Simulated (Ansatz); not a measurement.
## A basis-limit estimate, worked out

An elementary step of SiNH$_{7}$, singlet (SiH₄ + NH₃ → SiNH₅ ([NH2][SiH3]) + H₂; Si–H, H–N broken or loosened, Si–N, H–H formed or tightened). “Start” and “end” are the PBE0-D4/def2-TZVP structures reached by relaxing down either side of its saddle point, with the molecules still in contact.

Computed with Ansatz 0.2.0 (basis: def2-TZVPP and def2-QZVPP); correlated methods freeze the cores.

Energies in eV:

| quantity | end | start |
| --- | --- | --- |
| Hartree–Fock, triple zeta (X = 3) | -9455.49769 | -9455.39909 |
| Hartree–Fock, quadruple zeta (X = 4) | -9455.84819 | -9455.73239 |
| MP2 correlation, X = 3 | -10.47693 | -10.39814 |
| MP2 correlation, X = 4 | -11.20680 | -11.11449 |
| CCSD(T) correlation, X = 3 | -11.86437 | -11.85717 |

Q: Work out the step energy at the basis limit: extrapolate Hartree–Fock as E(X) = E∞ + A exp(−7.88 √X) and the MP2 correlation as E(X) = E∞ + B X^−2.97 (the exponents that Neese and Valeev fitted for def2-TZVPP and QZVPP), then add CCSD(T) − MP2 in triple zeta.

A: Each step is linear, so take the differences first (end − start): Hartree–Fock -0.09860 (X = 3) and -0.11580 (X = 4); MP2 correlation -0.07879 and -0.09231; CCSD(T) correlation -0.00720.
Two points give E∞ = E(4) + w [E(4) − E(3)], with w = 1/(exp(7.88 (2 − √3)) − 1) = 0.1377 for Hartree–Fock and w = 1/((4/3)^2.97 − 1) = 0.7407 for the correlation.
Hartree–Fock: -0.11580 + 0.1377 × (-0.01720) = -0.1182 eV.
MP2 correlation: -0.09231 + 0.7407 × (-0.01352) = -0.1023 eV.
CCSD(T) − MP2: -0.00720 − (-0.07879) = 0.0716 eV.
Sum: -0.1182 + (-0.1023) + 0.0716 = -0.1489 eV, or -3.43 kcal/mol. Plain CCSD(T) in triple zeta gives -0.1058 eV, so the larger basis shifts the result by -0.0431 eV.

The T1 diagnostic stays at or below 0.012.

Labels in which every atom is bracketed show which atoms are joined, not bond orders.

For scale, one of the runs: CCSD(T)/def2-TZVPP, 171 basis functions, launched by `ansatz run in.yaml --threads 2 --pin off --events-out ev --progress --plain --max-ram 4352MiB`. Time: 7.5 s of wall clock on 2 CPU threads of an Intel Xeon 6975P-C; the host was shared. Peak host memory: 1.6 GiB.
